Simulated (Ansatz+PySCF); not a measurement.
doublet C₂H₅S: levels of theory in one basis

```xyz
8

C    -1.3980    0.4358    0.0211
S     0.1184   -0.6148   -0.0193
C     1.3631    0.5762    0.0416
H    -2.2539   -0.2371   -0.0246
H    -1.4347    1.0104    0.9466
H    -1.4208    1.1046   -0.8402
H     1.1714    1.5910   -0.2797
H     2.3762    0.2112    0.1267
```

Basis set: cc-pVTZ on H, C; cc-pV(T+d)Z on S (spherical functions). Correlated methods keep 7 orbitals frozen. Correlation on ROHF uses semicanonical orbitals with singles. Charge 0, multiplicity 2.

Computed with Ansatz (development build ahead of 0.2.0); each method stands on the lowest determinant of its kind that the runs found.

```tsv
method	E − E(ROHF) (eV)	<S²> of the determinant
ROHF	0.00	0.75
UHF	-0.17	0.77
ROHF-MP2	-13.90	–
UHF-MP2	-13.87	0.77
```
